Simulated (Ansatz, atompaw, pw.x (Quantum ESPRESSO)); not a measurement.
What a changed setting does to a pw.x run (diamond Si)

Potential: PAW, atompaw 4.2.0.5, LDA (PW92); core [Ne], reference 3s1.75 3p2.25; waves: 3s (bound): rc 2.40 bohr; 3s channel at 1.3 Ry: rc 2.40 bohr; 3p (bound): rc 2.40 bohr; 3p channel at 0.3 Ry: rc 2.40 bohr; 3d channel at 0.05 Ry: rc 2.40 bohr; 3d channel at 1.2 Ry: rc 2.40 bohr; local part: bessel scheme, radius 2.20 bohr; core correction: smooth core density matched at 2.35 bohr; augmentation: besselshape compensation charge, radius 2.15 bohr; PAW radius 2.40 bohr; waves and projectors: custom polynom2 7 10 vanderbiltortho.

The reference run (k-mesh 9³, cutoffs 40/400 Ry, Fermi–Dirac 0.01 Ry, mixing_beta 0.4, conv_thr 1e-9, no spin) gives 0.45 GPa at 19.694 Å³/atom, where all-electron LAPW gives -0.03 GPa. This run, with its own iteration cap, changes diagonalization to cg.

```
&control
  calculation='scf', prefix='x', pseudo_dir='./', outdir='./tmp', tstress=.true., disk_io='none'
/
&system
  ibrav=0, nat=2, ntyp=1, ecutwfc=40, ecutrho=400, nbnd=11,
  occupations='smearing', smearing='fd', degauss=0.01
/
&electrons
  conv_thr=1e-09, mixing_beta=0.4, electron_maxstep=60, diagonalization='cg'
/
ATOMIC_SPECIES
Si 1.0 Si.UPF
CELL_PARAMETERS angstrom
  0.00000000 2.70050288 2.70050288
  2.70050288 0.00000000 2.70050288
  2.70050288 2.70050288 0.00000000
ATOMIC_POSITIONS crystal
Si 0.0000 0.0000 0.0000
Si 0.2500 0.2500 0.2500
K_POINTS automatic
9 9 9 0 0 0
```

```bash
pw.x < Si.scf.in > Si.scf.out
```

Problem. How does the run end?

Solution. It converges in 11 iterations; the free energy moves by +0.0 meV/atom and the pressure by +0.00 GPa. The result is that of the reference run.

```
Message from routine setup:
     using ibrav=0 with symmetry is DISCOURAGED, use correct ibrav instead
     lattice parameter (alat)  =       7.2170  a.u.
     unit-cell volume          =     265.8034 (a.u.)^3
     number of electrons       =         8.00
     number of Kohn-Sham states=           11
     kinetic-energy cutoff     =      40.0000  Ry
     charge density cutoff     =     400.0000  Ry
     scf convergence threshold =      1.0E-09
     Exchange-correlation= SLA PW NOGX NOGC
     number of k points=    35  Fermi-Dirac smearing, width (Ry)=  0.0100
     iteration #  1     ecut=    40.00 Ry     beta= 0.40
     total energy              =     -89.29942602 Ry
     estimated scf accuracy    <       0.06736750 Ry
     iteration #  2     ecut=    40.00 Ry     beta= 0.40
     total energy              =     -89.29396583 Ry
     estimated scf accuracy    <       0.01831403 Ry
     iteration #  3     ecut=    40.00 Ry     beta= 0.40
     total energy              =     -89.29585139 Ry
     estimated scf accuracy    <       0.00046585 Ry
     iteration #  4     ecut=    40.00 Ry     beta= 0.40
     c_bands:  1 eigenvalues not converged
     c_bands:  1 eigenvalues not converged
     total energy              =     -89.29593656 Ry
     estimated scf accuracy    <       0.00036574 Ry
     iteration #  5     ecut=    40.00 Ry     beta= 0.40
     total energy              =     -89.29598629 Ry
     estimated scf accuracy    <       0.00000081 Ry
     iteration #  6     ecut=    40.00 Ry     beta= 0.40
     total energy              =     -89.29598976 Ry
     estimated scf accuracy    <       0.00000115 Ry
     iteration #  7     ecut=    40.00 Ry     beta= 0.40
     total energy              =     -89.29598992 Ry
     estimated scf accuracy    <       0.00000015 Ry
     iteration #  8     ecut=    40.00 Ry     beta= 0.40
     total energy              =     -89.29598997 Ry
     estimated scf accuracy    <       0.00000005 Ry
     iteration #  9     ecut=    40.00 Ry     beta= 0.40
     total energy              =     -89.29598995 Ry
     estimated scf accuracy    <       0.00000004 Ry
     iteration # 10     ecut=    40.00 Ry     beta= 0.40
     total energy              =     -89.29598995 Ry
     estimated scf accuracy    <          1.5E-09 Ry
     iteration # 11     ecut=    40.00 Ry     beta= 0.40
     the Fermi energy is     6.3605 ev
!    total energy              =     -89.29598995 Ry
     estimated scf accuracy    <          8.8E-10 Ry
     smearing contrib. (-TS)   =      -0.00038026 Ry
     The total energy is F=E-TS. E is the sum of the following terms:
     one-electron contribution =       5.93283796 Ry
     hartree contribution      =       1.09589268 Ry
     xc contribution           =      -4.82367100 Ry
     ewald contribution        =     -16.88912557 Ry
     one-center paw contrib.   =     -74.61154376 Ry
     convergence has been achieved in  11 iterations
          total   stress  (Ry/bohr**3)                   (kbar)     P=        4.50
     Message from routine punch:
     Nothing written, as per user request (disk_io='none')
```

The run took about 8.6 s on one core of a shared host (AMD EPYC 9R45 96-Core Processor, 96 threads, 376 GiB, load 9).
